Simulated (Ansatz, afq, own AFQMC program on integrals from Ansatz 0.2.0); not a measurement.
Where AFQMC and coupled cluster stand for AlH2O, quartet

```xyz
4

Al    0.0000    0.0452    0.6738
O     0.0000    0.0452   -1.0728
H     0.0000   -3.5950   -0.9551
H     0.0000    1.6673   -0.0521
```

Connectivity, by distances: AlH–O ··· H.

Basis cc-pVDZ. Noble-gas cores (and the filled d shells of Ga–Kr and In–Xe) are frozen. Ansatz 0.2.0 and our own AFQMC program on the same integrals; the CISD trial comes from CCSD amplitudes, and released means the phaseless constraint is let go. ± is one standard error of the sampling.

Determinant: ROHF, the one that the program's search chose, which needn't be the lowest solution. The geometry is a point of a scan.

No full CI on the walks' own integrals is used here; CCSDT(Q) serves as the reference and is uncertain by about the last step of the cluster series.

Cautions: lower spins were not checked; higher spins were not checked; strong correlation (T1 0.063, weight of the determinant 0.83, largest double 0.04); the ph-AFQMC/HF walk drifts between its halves (2.4 errors).

- T1 diagnostic: 0.0626
- weight of the determinant in the CISD state: 0.826
- size of the correlated space: 11 electrons in 36 orbitals

Reference: CCSDT(Q), correlation energy -6.654 eV. The released energy is read at 2.40 1/Eh (meV from the phaseless value at times in 1/Eh: 4 ± 25 at 0.24, -6 ± 19 at 0.51, -13 ± 26 at 0.99, -42 ± 37 at 1.62, 27 ± 51 at 2.40).

```csv
level,E − E(reference) (meV),share of correlation (%)
HF,6653.7,0.00
MP2,1067.9,83.95
CCSD,298.2,95.52
CCSD(T),86.5,98.70
CCSDT,26.5,99.60
ph-AFQMC/HF,125.4 ± 65.3,98.12
ph-AFQMC/CISD,57.5 ± 28.3,99.14
released AFQMC,84.5 ± 50.6,98.73
```

A walk keeps the symmetry of its determinant, which the program's search chose and which needn't be the lowest solution, so a lower state of the same spin and another symmetry isn't excluded. Released energies are given only where the last usable release times agree within the noise; a slower fall can still hide under it.
